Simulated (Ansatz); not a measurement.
The input, for Ansatz 0.2.0:

```yaml
crystal:
  periodic: [false, false, false]
  atoms:
    - {symbol: N, position_ang: [0.000000, 0.000000, -1.829133]}
    - {symbol: Si, position_ang: [0.000000, 0.000000, -0.222533]}
    - {symbol: Si, position_ang: [0.000000, 0.000000, 2.051667]}
basis:
  gaussian: {orbitals: cc-pVTZ}
magnetization: {spin_polarized: true, initial_magnetization: 1}
hamiltonian: {xc: hf}
output: {orbitals: {seedname: orbitals}}
```

```sh
$ ansatz run in.yaml --threads 1 --pin off --events-out ev --progress --plain --max-ram 2816MiB --backend cpu
```

Output:

```
929 factors; their error is unknown
mean field evaluation 1: about -17190.1873 eV, gradient 4.2e1 eV
mean field evaluation 2: about -17117.5018 eV, gradient 1.0e2 eV
mean field evaluation 4: about -17201.0455 eV, gradient 3.4e0 eV
mean field evaluation 8: about -17201.4068 eV, gradient 1.4e0 eV
mean field evaluation 16: about -17202.6339 eV, gradient 1.5e-1 eV
mean field evaluation 32: about -17202.4427 eV, gradient 2.5e-1 eV
mean field evaluation 64: about -17202.7468 eV, gradient 1.3e0 eV
mean field evaluation 96: about -17203.0131 eV, gradient 3.8e-1 eV
mean field evaluation 128: about -17202.5892 eV, gradient 2.0e0 eV
mean field evaluation 160: about -17202.3723 eV, gradient 1.4e0 eV
mean field evaluation 192: about -17202.8379 eV, gradient 2.6e-1 eV
mean field evaluation 224: about -17202.1685 eV, gradient 3.4e0 eV
mean field evaluation 256: about -17200.8089 eV, gradient 2.4e0 eV
mean field evaluation 288: about -17199.1713 eV, gradient 3.8e0 eV
mean field evaluation 320: about -17201.8055 eV, gradient 3.2e0 eV
mean field evaluation 352: about -17201.2976 eV, gradient 8.7e-1 eV
mean field -17203.03274842 eV, -632.1997928702 hartree, gradient 1.4e-5 eV, S^2 1.971149; 11 other end points of the search recorded, 0 dependent functions left out
reference -17203.03274842 eV, -632.1997928702 hartree; 18, 17 occupied and 80, 81 virtual orbitals, 929 factors
Total energy: -17203.03274842 eV, -632.1997928702 hartree
```

Ran on 1 thread of AMD EPYC 7R13, shared host: 14 s wall, 0.31 GiB peak host memory.
